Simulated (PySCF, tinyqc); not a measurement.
Orbital energy against energy difference: ionisation energy by orbital energies and by energy differences in the 6-31g basis, for BH, spin multiplicity 1. Computed by the program tinyqc with PySCF. Command: `OMP_NUM_THREADS=1 python tinyqc.py 111403 111404 out.jsonl`; one thread of a shared host (Intel(R) Xeon(R) Processor @ 2.60GHz), about 6 s.

Geometry (angstrom):

| atom | x | y | z |
|---|---|---|---|
| B | 0.0000 | 0.0000 | 0.0000 |
| H | 0.0000 | 0.0000 | 1.1390 |

CCSD(T) difference in the same basis = 8.8756 eV

IP-EOM-CCSD = 8.9048 eV

The cation is unrestricted; errors are against CCSD(T) in this basis, not against experiment.

First vertical ionisation energy (eV):

| method | -e(HOMO) | E(cation) - E | error of -e(HOMO) | error of the difference |
|---|---|---|---|---|
| HF | 8.9580 | 8.088589 | 0.0824 | -0.7870 |
| LDA | 4.7463 | 9.322705 | -4.1293 | 0.4471 |
| PBE | 4.8001 | 9.253767 | -4.0755 | 0.3782 |
| B3LYP | 5.8355 | 9.376681 | -3.0401 | 0.5011 |
| PBE0 | 6.0375 | 9.211378 | -2.8381 | 0.3358 |
| CAM-B3LYP | 7.4255 | 9.341458 | -1.4501 | 0.4658 |
| LC-wPBE | 8.8874 | 9.272662 | 0.0118 | 0.3970 |

Koopmans errs by +0.08 eV and Delta-HF by -0.79 eV: relaxation, 0.87 eV, lowers the value and the missing correlation difference works against it. The PBE level is off by -4.1 eV through the wrong tail of its potential, though its energy difference is off by +0.38 eV; exact exchange deepens the level, and among the orbital energies LC-wPBE comes closest; among the differences PBE0 does. The restricted reference is unstable here: a spin-polarised solution lies 0.0076 hartree lower (PySCF), so results built on it describe a poor reference.
